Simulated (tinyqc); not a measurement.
CCSD on RHF in the sto-3g basis, frozen core, for BH3, spin multiplicity 1, step by step (part 1 of 2). Computed by tinyqc, a small Python program that keeps every step (integrals from PySCF). Settings: charge = 0, multiplicity = 1, basis = sto-3g, method = RHF, frozen orbitals = 1, energy threshold = 1e-10, iteration cap = 59, orthogonalisation = symmetric, start = core, DIIS depth = 6, amplitude equations = CCSD, DIIS depth for amplitudes = 6, cap on updates = 83. Command: `OMP_NUM_THREADS=1 python tinyqc.py 20937 20938 out.jsonl` (the two numbers bound the seeds that draw the settings). One thread of a shared host (Intel(R) Xeon(R) Processor @ 2.60GHz), about 0.3 s of CPU time with the checks. The early iterations of the SCF are left out here.

## One-electron integrals

Geometry (angstrom):
```
atom          x          y         z
B      0.000000   0.000000  0.032000
H      1.253000   0.000000  0.000000
H     -0.627000   1.085000  0.000000
H     -0.627000  -1.085000  0.000000
```

Basis sto-3g: exponents (1/bohr^2) and contraction coefficients of normalised primitives:
```
element  l (shell)   exponent  coefficient
B            s (1)  48.791113     0.154329
B            s (1)   8.887362     0.535328
B            s (1)   2.405267     0.444635
B            s (2)   2.236956    -0.099967
B            s (2)   0.519821     0.399513
B            s (2)   0.169062     0.700115
B            p (3)   2.236956     0.155916
B            p (3)   0.519821     0.607684
B            p (3)   0.169062     0.391957
H            s (1)   3.425251     0.154329
H            s (1)   0.623914     0.535328
H            s (1)   0.168855     0.444635
```

Overlap, kinetic and nuclear-attraction integrals over the contracted functions; the nuclear repulsion is the sum of Za Zb / Rab.

nuclear repulsion = 7.06383468 hartree

overlap S, lower triangle:
```
           1B 1s     1B 2s     1B 2px     1B 2py     1B 2pz     2H 1s     3H 1s     4H 1s
1B 1s   1.000000
1B 2s   0.269328  1.000000
1B 2px  0.000000  0.000000   1.000000
1B 2py  0.000000  0.000000   0.000000   1.000000
1B 2pz  0.000000  0.000000   0.000000   0.000000   1.000000
2H 1s   0.057555  0.443636   0.465905   0.000000  -0.011899  1.000000
3H 1s   0.057537  0.443568  -0.233088   0.403351  -0.011896  0.089506  1.000000
4H 1s   0.057537  0.443568  -0.233088  -0.403351  -0.011896  0.089506  0.089602  1.000000
```

kinetic energy T (hartree), lower triangle:
```
            1B 1s     1B 2s     1B 2px     1B 2py     1B 2pz      2H 1s      3H 1s     4H 1s
1B 1s   10.826302
1B 2s   -0.047967  0.359168
1B 2px   0.000000  0.000000   1.123881
1B 2py   0.000000  0.000000   0.000000   1.123881
1B 2pz   0.000000  0.000000   0.000000   0.000000   1.123881
2H 1s   -0.014346  0.073388   0.198885   0.000000  -0.005079   0.760032
3H 1s   -0.014346  0.073358  -0.099479   0.172145  -0.005077  -0.011345   0.760032
4H 1s   -0.014346  0.073358  -0.099479  -0.172145  -0.005077  -0.011345  -0.011343  0.760032
```

nuclear attraction V (hartree), lower triangle:
```
             1B 1s      1B 2s     1B 2px     1B 2py     1B 2pz      2H 1s      3H 1s      4H 1s
1B 1s   -24.413867
1B 2s    -3.480460  -5.002991
1B 2px    0.000008   0.000079  -5.027742
1B 2py    0.000000   0.000000   0.000000  -5.027568
1B 2pz    0.001283   0.011506  -0.000001   0.000000  -4.862423
2H 1s    -0.747584  -1.916827  -1.896650   0.000000   0.050616  -3.801308
3H 1s    -0.747349  -1.916484   0.948879  -1.641939   0.050604  -0.372825  -3.801162
4H 1s    -0.747349  -1.916484   0.948879   1.641939   0.050604  -0.372825  -0.373162  -3.801162
```

core Hamiltonian H = T + V (hartree), lower triangle:
```
             1B 1s      1B 2s     1B 2px     1B 2py     1B 2pz      2H 1s      3H 1s      4H 1s
1B 1s   -13.587565
1B 2s    -3.528427  -4.643823
1B 2px    0.000008   0.000079  -3.903862
1B 2py    0.000000   0.000000   0.000000  -3.903687
1B 2pz    0.001283   0.011506  -0.000001   0.000000  -3.738543
2H 1s    -0.761930  -1.843438  -1.697764   0.000000   0.045537  -3.041276
3H 1s    -0.761694  -1.843126   0.849400  -1.469795   0.045527  -0.384170  -3.041130
4H 1s    -0.761694  -1.843126   0.849400   1.469795   0.045527  -0.384170  -0.384505  -3.041130
```

## Two-electron integrals

Functions are numbered as in S; the eight-fold symmetry (ij|kl) = (ji|kl) = (kl|ij) leaves the list below.

Two-electron integrals (ij|kl) in chemists' order, unique and non-zero (hartree):
```
(11|11) 2.923513    (21|11) 0.518376    (21|21) 0.109262    (22|11) 0.744229
(22|21) 0.193177    (22|22) 0.544804    (31|31) 0.020264    (32|31) 0.029996
(32|32) 0.120346    (33|11) 0.742491    (33|21) 0.193240    (33|22) 0.544682
(33|33) 0.586773    (41|41) 0.020264    (42|41) 0.029996    (42|42) 0.120346
(43|43) 0.031630    (44|11) 0.742491    (44|21) 0.193240    (44|22) 0.544682
(44|33) 0.523513    (44|44) 0.586773    (51|51) 0.020264    (52|51) 0.029996
(52|52) 0.120346    (53|53) 0.031630    (54|54) 0.031630    (55|11) 0.742491
(55|21) 0.193240    (55|22) 0.544682    (55|33) 0.523513    (55|44) 0.523513
(55|55) 0.586773    (61|11) 0.110399    (61|21) 0.023192    (61|22) 0.041145
(61|31) 0.001687    (61|32) 0.003103    (61|33) 0.041572    (61|44) 0.040944
(61|51) -0.000043   (61|52) -0.000079   (61|53) -0.000016   (61|55) 0.040944
(61|61) 0.005080    (62|11) 0.260026    (62|21) 0.068508    (62|22) 0.211763
(62|31) 0.007551    (62|32) 0.045471    (62|33) 0.223542    (62|44) 0.205770
(62|51) -0.000193   (62|52) -0.001161   (62|53) -0.000454   (62|55) 0.205781
(62|61) 0.015523    (62|62) 0.112268    (63|11) 0.240967    (63|21) 0.064342
(63|22) 0.209903    (63|31) 0.013094    (63|32) 0.073525    (63|33) 0.232028
(63|44) 0.198725    (63|51) -0.000157   (63|52) -0.001055   (63|53) -0.000632
(63|55) 0.198735    (63|61) 0.015312    (63|62) 0.130408    (63|63) 0.160979
(64|41) 0.006947    (64|42) 0.032225    (64|43) 0.008554    (64|54) -0.000218
(64|64) 0.012579    (65|11) -0.006154   (65|21) -0.001643   (65|22) -0.005361
(65|31) -0.000157   (65|32) -0.001055   (65|33) -0.005489   (65|44) -0.005075
(65|51) 0.006951    (65|52) 0.032252    (65|53) 0.008565    (65|55) -0.005512
(65|61) -0.000391   (65|62) -0.003330   (65|63) -0.003790   (65|65) 0.012676
(66|11) 0.416932    (66|21) 0.111910    (66|22) 0.390786    (66|31) 0.015222
(66|32) 0.120834    (66|33) 0.436981    (66|44) 0.367449    (66|51) -0.000389
(66|52) -0.003086   (66|53) -0.001776   (66|55) 0.367494    (66|61) 0.025877
(66|62) 0.262747    (66|63) 0.332091    (66|65) -0.008481   (66|66) 0.774606
(71|11) 0.110364    (71|21) 0.023185    (71|22) 0.041132    (71|31) -0.000844
(71|32) -0.001552   (71|33) 0.041088    (71|41) 0.001460    (71|42) 0.002686
(71|43) -0.000272   (71|44) 0.041402    (71|51) -0.000043   (71|52) -0.000079
(71|53) 0.000008    (71|54) -0.000014   (71|55) 0.040931    (71|61) 0.004847
(71|62) 0.014183    (71|63) 0.013005    (71|64) 0.000583    (71|65) -0.000358
(71|66) 0.023015    (71|71) 0.005077    (72|11) 0.259972    (72|21) 0.068494
(72|22) 0.211723    (72|31) -0.003777   (72|32) -0.022747   (72|33) 0.210179
(72|41) 0.006537    (72|42) 0.039363    (72|43) -0.007698   (72|44) 0.219052
(72|51) -0.000193   (72|52) -0.001161   (72|53) 0.000227    (72|54) -0.000393
(72|55) 0.205742    (72|61) 0.014185    (72|62) 0.074768    (72|63) 0.069273
(72|64) 0.008940    (72|65) -0.002165   (72|66) 0.134028    (72|71) 0.015515
(72|72) 0.112231    (73|11) -0.120547   (73|21) -0.032188   (73|22) -0.105008
(73|31) 0.008484    (73|32) 0.042555    (73|33) -0.110003   (73|41) -0.002662
(73|42) -0.017889   (73|43) 0.010915    (73|44) -0.105490   (73|51) 0.000079
(73|52) 0.000528    (73|53) -0.000322   (73|54) 0.000179    (73|55) -0.099422
(73|61) -0.006003   (73|62) -0.026922   (73|63) -0.018486   (73|64) -0.002285
(73|65) 0.000768    (73|66) -0.041772   (73|71) -0.007657   (73|72) -0.065230
(73|73) 0.049716    (74|11) 0.208601    (74|21) 0.055700    (74|22) 0.181713
(74|31) -0.002662   (74|32) -0.017889   (74|33) 0.175546    (74|41) 0.011553
(74|42) 0.063174    (74|43) -0.010353   (74|44) 0.197357    (74|51) -0.000136
(74|52) -0.000913   (74|53) 0.000179    (74|54) -0.000528   (74|55) 0.172045
(74|61) 0.011554    (74|62) 0.064454    (74|63) 0.059519    (74|64) 0.014589
(74|65) -0.001828   (74|66) 0.115931    (74|71) 0.013251    (74|72) 0.112878
(74|73) -0.064272   (74|74) 0.123795    (75|11) -0.006152   (75|21) -0.001643
(75|22) -0.005359   (75|31) 0.000079    (75|32) 0.000528    (75|33) -0.005177
(75|41) -0.000136   (75|42) -0.000913   (75|43) 0.000179    (75|44) -0.005384
(75|51) 0.006949    (75|52) 0.032244    (75|53) -0.004285   (75|54) 0.007414
(75|55) -0.005511   (75|61) -0.000358   (75|62) -0.002165   (75|63) -0.001967
(75|64) -0.000250   (75|65) 0.007689    (75|66) -0.004063   (75|71) -0.000391
(75|72) -0.003329   (75|73) 0.001896    (75|74) -0.003280   (75|75) 0.012671
(76|11) 0.050647    (76|21) 0.013347    (76|22) 0.041764    (76|31) 0.000621
(76|32) 0.003789    (76|33) 0.042165    (76|41) 0.001077    (76|42) 0.006567
(76|43) 0.000327    (76|44) 0.042543    (76|51) -0.000064   (76|52) -0.000387
(76|53) -0.000056   (76|54) -0.000097   (76|55) 0.040545    (76|61) 0.002919
(76|62) 0.018942    (76|63) 0.020388    (76|64) 0.002074    (76|65) -0.000612
(76|66) 0.040111    (76|71) 0.002918    (76|72) 0.018940    (76|73) -0.008405
(76|74) 0.018688    (76|75) -0.000612   (76|76) 0.004025    (77|11) 0.416889
(77|21) 0.111899    (77|22) 0.390755    (77|31) -0.007615   (77|32) -0.060452
(77|33) 0.384826    (77|41) 0.013178    (77|42) 0.104611    (77|43) -0.030119
(77|44) 0.419541    (77|51) -0.000389   (77|52) -0.003085   (77|53) 0.000888
(77|54) -0.001537   (77|55) 0.367466    (77|61) 0.023020    (77|62) 0.134044
(77|63) 0.121284    (77|64) 0.021841    (77|65) -0.004064   (77|66) 0.243359
(77|71) 0.025866    (77|72) 0.262697    (77|73) -0.166135   (77|74) 0.287490
(77|75) -0.008479   (77|76) 0.040111    (77|77) 0.774606    (81|11) 0.110364
(81|21) 0.023185    (81|22) 0.041132    (81|31) -0.000844   (81|32) -0.001552
(81|33) 0.041088    (81|41) -0.001460   (81|42) -0.002686   (81|43) 0.000272
(81|44) 0.041402    (81|51) -0.000043   (81|52) -0.000079   (81|53) 0.000008
(81|54) 0.000014    (81|55) 0.040931    (81|61) 0.004847    (81|62) 0.014183
(81|63) 0.013005    (81|64) -0.000583   (81|65) -0.000358   (81|66) 0.023015
(81|71) 0.004846    (81|72) 0.014181    (81|73) -0.007012   (81|74) 0.010968
(81|75) -0.000358   (81|76) 0.002714    (81|77) 0.023014    (81|81) 0.005077
(82|11) 0.259972    (82|21) 0.068494    (82|22) 0.211723    (82|31) -0.003777
(82|32) -0.022747   (82|33) 0.210179    (82|41) -0.006537   (82|42) -0.039363
(82|43) 0.007698    (82|44) 0.219052    (82|51) -0.000193   (82|52) -0.001161
(82|53) 0.000227    (82|54) 0.000393    (82|55) 0.205742    (82|61) 0.014185
(82|62) 0.074768    (82|63) 0.069273    (82|64) -0.008940   (82|65) -0.002165
(82|66) 0.134028    (82|71) 0.014181    (82|72) 0.074769    (82|73) -0.042413
(82|74) 0.055512    (82|75) -0.002165   (82|76) 0.013842    (82|77) 0.134055
(82|81) 0.015515    (82|82) 0.112231    (83|11) -0.120547   (83|21) -0.032188
(83|22) -0.105008   (83|31) 0.008484    (83|32) 0.042555    (83|33) -0.110003
(83|41) 0.002662    (83|42) 0.017889    (83|43) -0.010915   (83|44) -0.105490
(83|51) 0.000079    (83|52) 0.000528    (83|53) -0.000322   (83|54) -0.000179
(83|55) -0.099422   (83|61) -0.006003   (83|62) -0.026922   (83|63) -0.018486
(83|64) 0.002285    (83|65) 0.000768    (83|66) -0.041772   (83|71) -0.007012
(83|72) -0.042413   (83|73) 0.031153    (83|74) -0.030923   (83|75) 0.001201
(83|76) -0.006162   (83|77) -0.079631   (83|81) -0.007657   (83|82) -0.065230
(83|83) 0.049716    (84|11) -0.208601   (84|21) -0.055700   (84|22) -0.181713
(84|31) 0.002662    (84|32) 0.017889    (84|33) -0.175546   (84|41) 0.011553
(84|42) 0.063174    (84|43) -0.010353   (84|44) -0.197357   (84|51) 0.000136
(84|52) 0.000913    (84|53) -0.000179   (84|54) -0.000528   (84|55) -0.172045
(84|61) -0.011554   (84|62) -0.064454   (84|63) -0.059519   (84|64) 0.014589
(84|65) 0.001828    (84|66) -0.115931   (84|71) -0.010968   (84|72) -0.055512
(84|73) 0.030923    (84|74) -0.034969   (84|75) 0.001578    (84|76) -0.010661
(84|77) -0.094102   (84|81) -0.013251   (84|82) -0.112878   (84|83) 0.064272
(84|84) 0.123795    (85|11) -0.006152   (85|21) -0.001643   (85|22) -0.005359
(85|31) 0.000079    (85|32) 0.000528    (85|33) -0.005177   (85|41) 0.000136
(85|42) 0.000913    (85|43) -0.000179   (85|44) -0.005384   (85|51) 0.006949
(85|52) 0.032244    (85|53) -0.004285   (85|54) -0.007414   (85|55) -0.005511
(85|61) -0.000358   (85|62) -0.002165   (85|63) -0.001967   (85|64) 0.000250
(85|65) 0.007689    (85|66) -0.004063   (85|71) -0.000358   (85|72) -0.002165
(85|73) 0.001201    (85|74) -0.001578   (85|75) 0.007689    (85|76) -0.000435
(85|77) -0.004064   (85|81) -0.000391   (85|82) -0.003329   (85|83) 0.001896
(85|84) 0.003280    (85|85) 0.012671    (86|11) 0.050647    (86|21) 0.013347
(86|22) 0.041764    (86|31) 0.000621    (86|32) 0.003789    (86|33) 0.042165
(86|41) -0.001077   (86|42) -0.006567   (86|43) -0.000327   (86|44) 0.042543
(86|51) -0.000064   (86|52) -0.000387   (86|53) -0.000056   (86|54) 0.000097
(86|55) 0.040545    (86|61) 0.002919    (86|62) 0.018942    (86|63) 0.020388
(86|64) -0.002074   (86|65) -0.000612   (86|66) 0.040111    (86|71) 0.002714
(86|72) 0.013842    (86|73) -0.006162   (86|74) 0.010661    (86|75) -0.000435
(86|76) 0.003114    (86|77) 0.024335    (86|81) 0.002918    (86|82) 0.018940
(86|83) -0.008405   (86|84) -0.018688   (86|85) -0.000612   (86|86) 0.004025
(87|11) 0.050687    (87|21) 0.013358    (87|22) 0.041802    (87|31) -0.001245
(87|32) -0.007596   (87|33) 0.042773    (87|44) 0.042013    (87|51) -0.000064
(87|52) -0.000388   (87|53) 0.000112    (87|55) 0.040580    (87|61) 0.002717
(87|62) 0.013855    (87|63) 0.012323    (87|65) -0.000435   (87|66) 0.024356
(87|71) 0.002921    (87|72) 0.018961    (87|73) -0.012011   (87|74) 0.016633
(87|75) -0.000613   (87|76) 0.003117    (87|77) 0.040161    (87|81) 0.002921
(87|82) 0.018961    (87|83) -0.012011   (87|84) -0.016633   (87|85) -0.000613
(87|86) 0.003117    (87|87) 0.004034    (88|11) 0.416889    (88|21) 0.111899
(88|22) 0.390755    (88|31) -0.007615   (88|32) -0.060452   (88|33) 0.384826
(88|41) -0.013178   (88|42) -0.104611   (88|43) 0.030119    (88|44) 0.419541
(88|51) -0.000389   (88|52) -0.003085   (88|53) 0.000888    (88|54) 0.001537
(88|55) 0.367466    (88|61) 0.023020    (88|62) 0.134044    (88|63) 0.121284
(88|64) -0.021841   (88|65) -0.004064   (88|66) 0.243359    (88|71) 0.023014
(88|72) 0.134055    (88|73) -0.079631   (88|74) 0.094102    (88|75) -0.004064
(88|76) 0.024335    (88|77) 0.243428    (88|81) 0.025866    (88|82) 0.262697
(88|83) -0.166135   (88|84) -0.287490   (88|85) -0.008479   (88|86) 0.040111
(88|87) 0.040161    (88|88) 0.774606
```

## Orthogonalisation

S = U s U^T; symmetric (Loewdin) form X = U s^(-1/2) U^T, so that X^T S X = 1.

eigenvalues of S: 0.288635  0.382787  0.383018  0.956345  1.001063  1.527379  1.527740  1.933032

X, lower triangle:
```
            1B 1s      1B 2s     1B 2px     1B 2py    1B 2pz      2H 1s      3H 1s     4H 1s
1B 1s    1.033327
1B 2s   -0.177311   1.366777
1B 2px   0.000008  -0.000048   1.181133
1B 2py   0.000000   0.000000   0.000000   1.180897
1B 2pz   0.000939  -0.008821   0.000001   0.000000  1.000230
2H 1s    0.027264  -0.310084  -0.328490   0.000000  0.008127   1.230248
3H 1s    0.027266  -0.310032   0.164336  -0.284323  0.008125  -0.013973   1.230159
4H 1s    0.027266  -0.310032   0.164336   0.284323  0.008125  -0.013973  -0.013899  1.230159
```

## Starting guess

The start is the orbitals of the core Hamiltonian; D = 2 C_occ C_occ^T.

D at the start, lower triangle:
```
            1B 1s      1B 2s     1B 2px     1B 2py    1B 2pz      2H 1s      3H 1s     4H 1s
1B 1s    2.178525
1B 2s   -0.699667   2.691810
1B 2px   0.000041  -0.000196   2.423834
1B 2py   0.000000   0.000000   0.000000   2.423163
1B 2pz   0.025688  -0.105044  -0.000023   0.000000  0.004101
2H 1s    0.066137  -0.218965  -0.353448   0.000000  0.008542   0.069399
3H 1s    0.066160  -0.219077   0.176891  -0.305845  0.008540  -0.007930   0.069383
4H 1s    0.066160  -0.219077   0.176891   0.305845  0.008540  -0.007930  -0.007823  0.069383
```

## Iteration 7 (converged): orbitals

converged F (hartree), lower triangle:
```
            1B 1s      1B 2s     1B 2px     1B 2py    1B 2pz      2H 1s      3H 1s      4H 1s
1B 1s   -7.415583
1B 2s   -2.175757  -1.080207
1B 2px  -0.000001   0.000011  -0.168062
1B 2py   0.000000   0.000000   0.000000  -0.167864
1B 2pz  -0.000610   0.007247   0.000000   0.000000  0.241891
2H 1s   -0.477141  -0.525631  -0.384011   0.000000  0.007334  -0.363347
3H 1s   -0.476995  -0.525524   0.192100  -0.332474  0.007332  -0.127938  -0.363236
4H 1s   -0.476995  -0.525524   0.192100   0.332474  0.007332  -0.127938  -0.128034  -0.363236
```

Diagonalise F' = X^T F X, C = X C', fill 4 alpha and 4 beta electrons from the bottom; D = 2 C_occ C_occ^T. Each column has its largest component positive (the first on a tie).

F' = X^T F X (hartree), lower triangle:
```
           1          2          3          4         5          6          7         8
1  -7.221552
2  -1.185112  -0.196161
3   0.000017  -0.000054   0.174557
4   0.000000   0.000000   0.000000   0.174405
5   0.000409  -0.005543   0.000001   0.000000  0.242258
6  -0.049410  -0.377757  -0.465095   0.000000  0.009176   0.042626
7  -0.049359  -0.377699   0.232658  -0.402637  0.009174  -0.036724   0.042617
8  -0.049359  -0.377699   0.232658   0.402637  0.009174  -0.036724  -0.036628  0.042617
```

orbital energies (hartree): MO1 -7.421021, MO2 -0.645432, MO3 -0.444729, MO4 -0.444574, MO5 0.241716, MO6 0.618517, MO7 0.698224, MO8 0.698665

coefficients C:
```
              MO1        MO2        MO3        MO4        MO5        MO6        MO7        MO8
1B 1s    0.991094  -0.225894  -0.000015   0.000000  -0.011434  -0.260784   0.000000   0.000308
1B 2s    0.035514   0.580376   0.000031   0.000000   0.050564   1.359165   0.000000  -0.001581
1B 2px  -0.000001  -0.000008   0.503532   0.000000   0.000004   0.001199   0.000000   1.141686
1B 2py   0.000000   0.000000   0.000000   0.503575   0.000000   0.000000   1.141319   0.000000
1B 2pz  -0.000144  -0.004570   0.000000   0.000000   0.998776  -0.056247   0.000000   0.000059
2H 1s   -0.005988   0.278495   0.525184   0.000000  -0.017909  -0.708905   0.000000  -0.928702
3H 1s   -0.005988   0.278420  -0.262628   0.454915  -0.017897  -0.707148  -0.804819   0.465692
4H 1s   -0.005988   0.278420  -0.262628  -0.454915  -0.017897  -0.707148   0.804819   0.465692
```

D after iteration 7, lower triangle:
```
            1B 1s      1B 2s     1B 2px     1B 2py     1B 2pz      2H 1s      3H 1s     4H 1s
1B 1s    2.066591
1B 2s   -0.191811   0.676196
1B 2px  -0.000014   0.000022   0.507089
1B 2py   0.000000   0.000000   0.000000   0.507175
1B 2pz   0.001778  -0.005315   0.000000   0.000000   0.000042
2H 1s   -0.137706   0.322871   0.528890   0.000000  -0.002544   0.706828
3H 1s   -0.137648   0.322735  -0.264488   0.458167  -0.002543  -0.120708   0.706949
4H 1s   -0.137648   0.322735  -0.264488  -0.458167  -0.002543  -0.120708  -0.120840  0.706949
```

## Convergence

Stop when the energy changes by less than 1e-10 hartree and every element of the error matrix X^T (F D S - S D F) X is below 3e-06.

Course of the cycle:
```
iteration   E (hartree)     change  largest element of the error matrix
1          -23.84757386          -                             7.44e-01
2          -26.04057207  -2.19e+00                             1.15e-01
3          -26.05518314  -1.46e-02                             1.09e-02
4          -26.05524983  -6.67e-05                             5.71e-04
5          -26.05525065  -8.25e-07                             9.23e-05
6          -26.05525067  -1.55e-08                             1.61e-06
7          -26.05525067  -4.51e-12                             5.11e-07
```

PySCF RHF in the same basis = -26.05525067 hartree

Converged in 7 iterations.

## Populations, bond orders and dipole

Mulliken: Z minus the diagonal of D S on the atom; Loewdin: the same with S^(1/2) D S^(1/2); Mayer order: 2 sum_s sum (D(s) S)_ij (D(s) S)_ji over the two atoms.

Charges (e):
```
atom   Mulliken    Loewdin
1B     0.201041   0.186393
2H    -0.066975  -0.062093
3H    -0.067033  -0.062150
4H    -0.067033  -0.062150
```

Mayer bond orders:
```
pair     order
2-1   0.989197
3-1   0.989191
3-2   0.003159
4-1   0.989191
4-2   0.003159
4-3   0.003157
```

dipole moment about the origin, x y z (debye): 0.000720  0.000000  0.092119
